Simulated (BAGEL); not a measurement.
# singlet AlO+: levels of theory compared

Aim: a comparison of 4 runs (HF/6-31G*, HF/def2-TZVPPD, B3LYP/def2-TZVPPD, PBE0/def2-TZVPPD) of singlet AlO+. 

The results are computed with BAGEL 1.2.2.

2 further runs of the same task are left out: 2 set aside as unsound or not needed.

### 1 Starting point

AlO+: 2 atoms, total charge +1, spin state singlet. As SMILES of the parent species, `[O]=[Al]`. The shape is that of a PBE0-D4/def2-TZVP optimisation. That shape belongs to the parent species and isn't relaxed for this state.

Bond lengths: O1–Al2 1.620 Å.

### 2 A single-point energy at HF/6-31G(d) (density fitting with cc-pvqz-jkfit, spherical functions) (run 1)

calc.json

```json
{ "bagel": [

{
  "title": "molecule",
  "basis": "6-31gs.json",
  "df_basis": "cc-pvqz-jkfit",
  "angstrom": true,
  "geometry": [
    { "atom": "O", "xyz": [    0.000000,    0.000000,   -0.024920 ] },
    { "atom": "Al", "xyz": [    0.000000,    0.000000,    1.594970 ] }
  ]
},
{
  "title": "hf",
  "charge": 1
},
{
  "title": "print",
  "file": "orbitals.molden",
  "orbitals": true
}

]}
```

The basis set 6-31G* is read from a file made from the Basis Set Exchange's data (not shown).

The run is started by

```sh
$ BAGEL_NUM_THREADS=1 BAGEL calc.json > calc.out
```

Log:

```text
* using 1 threads per process

  ===============================================================
  ===============================================================

  *** Geometry ***

  { "atom" : "O", "xyz" : [      0.000000,      0.000000,     -0.047092 ] },
  { "atom" : "Al", "xyz" : [      0.000000,      0.000000,      3.014056 ] },

  Number of auxiliary basis functions:      254

  Since a DF basis is specified, we compute 2- and 3-index integrals:
    o Being stored without compression. Storage requirement is 0.002 GB

  Number of basis functions:       32
  Number of electrons      :       21

    * METHOD: MOLECULE                             0.04

  *** RHF ***

  === Nuclear Repulsion ===
    33.9741772032

      * DIIS with orbital gradients will be used.

  === RHF iteration (6-31gs.json) ===
      0       -315.98409816          0.06022300           0.00
      1       -314.67177167          0.15721482           0.00
      2       -316.32259754          0.00983946           0.00
      3       -316.33107335          0.00368100           0.00
      4       -316.33346231          0.00158886           0.00
      5       -316.33448233          0.00085277           0.00
      6       -316.33470500          0.00016814           0.00
      7       -316.33470921          0.00005627           0.00
      8       -316.33470948          0.00000225           0.00
      9       -316.33470948          0.00000062           0.00
     10       -316.33470948          0.00000012           0.00
     11       -316.33470948          0.00000001           0.00
     12       -316.33470948          0.00000000           0.00
    * SCF iteration converged.

    * Permanent dipole moment:
           (    0.000000,     0.000000,    -3.052082) a.u.

    * METHOD: HF                                   0.09

    * METHOD: PRINT                                0.00

  ===============================================================
```

Wall time 0.26 s (1 thread of Arm Neoverse V1, shared host).

### 3 A single-point energy at HF/def2-TZVPPD (density fitting with cc-pvqz-jkfit) (run 2)

input.json

```json
{ "bagel": [

{
  "title": "molecule",
  "basis": "def2-tzvppd.json",
  "df_basis": "cc-pvqz-jkfit",
  "angstrom": true,
  "geometry": [
    { "atom": "O", "xyz": [       0.000000,       0.000000,      -0.024920 ] },
    { "atom": "Al", "xyz": [       0.000000,       0.000000,       1.594970 ] }
  ]
},

{
  "title": "hf",
  "charge": 1
},

{
  "title": "print",
  "file": "orbitals.molden",
  "orbitals": true
}

]}
```

The basis set def2-TZVPPD is read from a file made from the Basis Set Exchange's data (not shown).

The run is started by

```sh
$ BAGEL_NUM_THREADS=1 BAGEL input.json > input.out
```

Log:

```text
* using 1 threads per process

  ===============================================================
  ===============================================================

  *** Geometry ***

  { "atom" : "O", "xyz" : [      0.000000,      0.000000,     -0.047092 ] },
  { "atom" : "Al", "xyz" : [      0.000000,      0.000000,      3.014056 ] },

  Number of auxiliary basis functions:      254

  Since a DF basis is specified, we compute 2- and 3-index integrals:
    o Being stored without compression. Storage requirement is 0.016 GB

  Number of basis functions:       88
  Number of electrons      :       21

    * METHOD: MOLECULE                             0.07

  *** RHF ***

  === Nuclear Repulsion ===
    33.9741772032

      * DIIS with orbital gradients will be used.

  === RHF iteration (def2-tzvppd.json) ===
      0       -315.87347720          0.04425570           0.01
      1       -313.26265998          0.11222322           0.01
      2       -316.38014382          0.00425490           0.01
      3       -316.38814375          0.00172621           0.01
      4       -316.39059831          0.00156171           0.01
      5       -316.39264926          0.00105838           0.01
      6       -316.39341691          0.00006928           0.01
      7       -316.39341817          0.00001522           0.01
      8       -316.39341825          0.00000379           0.01
      9       -316.39341826          0.00000101           0.01
     10       -316.39341826          0.00000032           0.01
     11       -316.39341826          0.00000012           0.01
     12       -316.39341826          0.00000003           0.01
     13       -316.39341826          0.00000000           0.01
    * SCF iteration converged.

    * Permanent dipole moment:
           (    0.000000,     0.000000,    -3.157259) a.u.

    * METHOD: HF                                   0.27

    * METHOD: PRINT                                0.02

  ===============================================================
```

Wall time 0.48 s (1 thread of Arm Neoverse V1, shared host).

Run 3 isn't shown in full; the table further down has it.

### 4 The energy at PBE0/def2-TZVPPD (density fitting with cc-pvqz-jkfit) (run 4)

calc.json

```json
{ "bagel": [

{
  "title": "molecule",
  "basis": "def2-tzvppd.json",
  "df_basis": "cc-pvqz-jkfit",
  "angstrom": true,
  "geometry": [
    { "atom": "O", "xyz": [       0.000000,       0.000000,      -0.024920 ] },
    { "atom": "Al", "xyz": [       0.000000,       0.000000,       1.594970 ] }
  ]
},

{
  "title": "ks",
  "xc_func": "pbe0",
  "charge": 1
},

{
  "title": "print",
  "file": "orbitals.molden",
  "orbitals": true
}

]}
```

The basis set def2-TZVPPD is read from a file made from the Basis Set Exchange's data (not shown).

The run is started by

```sh
$ BAGEL_NUM_THREADS=1 BAGEL calc.json > calc.out
```

Log:

```text
* using 1 threads per process

  ===============================================================
  ===============================================================

  *** Geometry ***

  { "atom" : "O", "xyz" : [      0.000000,      0.000000,     -0.047092 ] },
  { "atom" : "Al", "xyz" : [      0.000000,      0.000000,      3.014056 ] },

  Number of auxiliary basis functions:      254

  Since a DF basis is specified, we compute 2- and 3-index integrals:
    o Being stored without compression. Storage requirement is 0.016 GB

  Number of basis functions:       88
  Number of electrons      :       21

    * METHOD: MOLECULE                             0.07

  *** Kohn-Sham DFT ***

    * Removing 1914 points whose weight is below 1.00e-10
    * Grid points: 27898

  === Nuclear Repulsion ===
    33.9741772032

       - DIIS with orbital gradients will be used.

  === KS iteration (pbe0 / def2-tzvppd.json) ===
      0       -288.97431872          0.25230468           0.07
      1       -292.44029974          0.38430617           0.06
      2       -309.43872242          0.16609290           0.06
      3       -309.48779016          0.13026528           0.06
      4       -316.05147590          0.05634760           0.06
      5       -317.03934332          0.01073296           0.06
[... 11 lines of this table left out ...]
     17       -317.07353126          0.00000002           0.06
     18       -317.07353126          0.00000001           0.06
    * SCF iteration converged.

    * Permanent dipole moment:
           (    0.000000,    -0.000000,    -2.912514) a.u.

    * METHOD: KS                                   1.20

    * METHOD: PRINT                                0.02

  ===============================================================
```

Wall time 1.4 s (1 thread of Arm Neoverse V1, shared host).

### 5 All runs side by side

| run | level | energy (Eh) | HOMO energy (eV) | LUMO energy (eV) | HOMO–LUMO gap (eV) | wall time |
| --- | --- | --- | --- | --- | --- | --- |
| 1 | HF/6-31G* (density fitting with cc-pvqz-jkfit, spherical functions) | -316.334709 | -19.14 | -9.44 | 9.71 | 0.26 s |
| 2 | HF/def2-TZVPPD (density fitting with cc-pvqz-jkfit) | -316.393418 | -19.18 | -9.48 | 9.70 | 0.48 s |
| 3 | B3LYP/def2-TZVPPD (density fitting with cc-pvqz-jkfit) | -317.295485 | -15.33 | -13.12 | 2.21 | 1.4 s |
| 4 | PBE0/def2-TZVPPD (density fitting with cc-pvqz-jkfit) | -317.073531 | -15.50 | -12.79 | 2.71 | 1.4 s |

### 6 What came out

| quantity | value |
| --- | --- |
| run 4: total energy | -317.07353 Eh |
| run 4: HOMO energy | -15.50 eV |
| run 4: LUMO energy | -12.79 eV |
| run 4: HOMO–LUMO gap | 2.71 eV |

In words: The HOMO–LUMO gap runs from 2.21 eV (B3LYP/def2-TZVPPD) to 9.71 eV (HF/6-31G*). The two ends differ in method and basis. Totals of different functionals can't be ranked against each other. All runs together took 3.6 s, the longest 1.4 s.
